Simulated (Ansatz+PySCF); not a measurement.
The numbers below are computed, except where a source is named.
A run of Ansatz (development build ahead of 0.2.0) on doublet CH₂N at this shape:

```yaml
atoms:
  - { symbol: C, position_ang: [0.0000, 0.0000, 0.0092] }
  - { symbol: N, position_ang: [0.0000, 0.0000, -1.1784] }
  - { symbol: H, position_ang: [0.0000, 0.9355, 0.5846] }
  - { symbol: H, position_ang: [0.0000, -0.9355, 0.5846] }
```

Its results:

```json
{
  "Converged": "yes",
  "Reference energy": "-93.45280 hartree",
  "Correlation energy": "-0.32727 hartree",
  "Total energy": "-93.78007 hartree",
  "Spin squared of the determinant": "0.750",
  "Stability test": "minimum among restricted orbitals",
  "Occupied orbitals by symmetry in an Abelian subgroup (alpha; beta)": "5 A1 1 B1 2 B2; 5 A1 1 B1 1 B2"
}
```

Forces (eV/Å):
```json
{"atom": "C1", "Fx": "0.000", "Fy": "0.000", "Fz": "5.050"}
{"atom": "N2", "Fx": "0.000", "Fy": "0.000", "Fz": "-5.046"}
{"atom": "H3", "Fx": "0.000", "Fy": "-0.083", "Fz": "-0.002"}
{"atom": "H4", "Fx": "0.000", "Fy": "0.083", "Fz": "-0.002"}
```

Problem. Which input gives this output? Name the method, the orbitals and the basis set, and write the input.

Solution. ROHF-MP2 in cc-pVTZ.

```yaml
crystal:
  periodic: [false, false, false]
  atoms:
    - { symbol: C, position_ang: [0.0, 0.0, 0.00924] }
    - { symbol: "N", position_ang: [0.0, 0.0, -1.17837] }
    - { symbol: H, position_ang: [0.0, 0.93553, 0.58457] }
    - { symbol: H, position_ang: [0.0, -0.93553, 0.58457] }
basis:
  gaussian: { orbitals: cc-pVTZ }
magnetization:
  initial_magnetization: 1
hamiltonian:
  xc: hf
correlation:
  method: mp2
  frozen_orbitals: { C: 1, H: 0, "N": 1 }
output:
  forces: true
```

Caution: forces differ strongly between restricted and unrestricted references.
